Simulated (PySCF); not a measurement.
# C3H9P: core ionisation energies

Compound: C3H9P.
SMILES with atom numbers: `[CH3:1][P:2]([CH3:3])[CH3:4]`

The calculation used delta-SCF UKS SCAN, pcX-2 on the ionised atom, pcseg-1 elsewhere, spin-free X2C in PySCF 2.14.0. Each binding energy is the total energy of the core-ionised species, with the hole localised on one atom, minus that of the ground state; both are solved self-consistently, so orbital relaxation is included.

Task: Give the core binding energies atom by atom.

Result: 
```csv
atom(s),environment,level,binding energy (eV),count
C1/C3/C4,sp3 carbon bound to phosphorus,C 1s,290.36,3
P2,phosphine phosphorus,P 1s,2149.54,1
```

Task: Which effective nuclear charge Zeff reproduces each element's mean 1s value in the hydrogen-like formula E = 13.606 eV × Zeff²?

Result: C (Z = 6): mean 290.4 eV, Zeff = 4.62, Z − Zeff = 1.38; P (Z = 15): mean 2149.5 eV, Zeff = 12.57, Z − Zeff = 2.43. Means run over the listed sites, weighted by atom count.

The first atom of each set that the bonding makes equivalent was ionised and stands for the set. Not every level is listed. Geometry: PBE0-D3(BJ)/def2-SVP; no solvent, vibrations or thermal averaging.
